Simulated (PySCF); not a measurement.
Ligands exchanged one at a time, Si OH-H. Gas-phase values, no solvent. One relaxed conformer stands for each flexible species; it need not be the lowest. Strings in code marks are SMILES.

Quantity: redistribution energy (mixed species minus the weighted end members), in kcal/mol.

Level 1: PBE0-D3(BJ)/def2-TZVP (PySCF)
Level 2: PBE/6-31G* // PBE0-D3(BJ)/def2-TZVP (PySCF)
Level 3: HF/3-21G // PBE0-D3(BJ)/def2-TZVP (PySCF)
Level 4: HF/STO-3G // PBE0-D3(BJ)/def2-TZVP (PySCF)

```tsv
species	level 2	level 3	level 4
3 of 4 OH replaced by H: `O[SiH3]`	7.70	10.8	7.33
1 of 4 OH replaced by H: `O[SiH](O)O`	5.71	10.4	9.05
2 of 4 OH replaced by H: `O[SiH2]O` (H–O–Si–O torsion 66°, O–Si–O–H torsion 66°)	5.86	10.2	7.93
```

Q: What does level 1 give for each, and how far do the other levels lie from it on average?

A: 
- 3 of 4 OH replaced by H: `O[SiH3]`: 6.73
- 1 of 4 OH replaced by H: `O[SiH](O)O`: 4.07
- 2 of 4 OH replaced by H: `O[SiH2]O` (H–O–Si–O torsion 66°, O–Si–O–H torsion 66°): 5.64
Mean absolute difference from level 1, which has limits of its own, over these rows (drawn at random from the members that have all these levels): level 2 0.94 kcal/mol, level 3 4.99 kcal/mol, level 4 2.62 kcal/mol.
